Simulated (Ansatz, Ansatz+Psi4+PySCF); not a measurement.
```xyz
4

N     0.0000    0.0000    0.0000
O     0.5166   -0.1311    1.1196
O     0.1594   -0.8762   -0.8628
O    -0.6760    1.0073   -0.2569
```

Basis set: cc-pVTZ (spherical functions). Correlated methods keep 4 orbitals frozen. Correlation on ROHF uses semicanonical orbitals with singles. Charge 0, multiplicity 2.

Computed with Ansatz (development build ahead of 0.2.0); each method stands on the lowest determinant of its kind that the runs found.

Question: Give the atomization energy at this shape (free ground-state atoms in the same class of orbitals less the molecule, no zero-point energy) of doublet NO₃ by ROHF-MP2, UHF-MP2, UHF, ROHF.

Answer:

```csv
method,atomization energy
ROHF-MP2,261.64 kcal/mol
UHF-MP2,228.82 kcal/mol
UHF,55.06 kcal/mol
ROHF,52.84 kcal/mol
```

Caution: the determinant may break the point group. Caution for ROHF-MP2, ROHF: an unrestricted determinant lies well below. Caution for ROHF-MP2, UHF-MP2: another reference gives a lower total. Caution for UHF-MP2, UHF: the unrestricted determinant is spin contaminated.
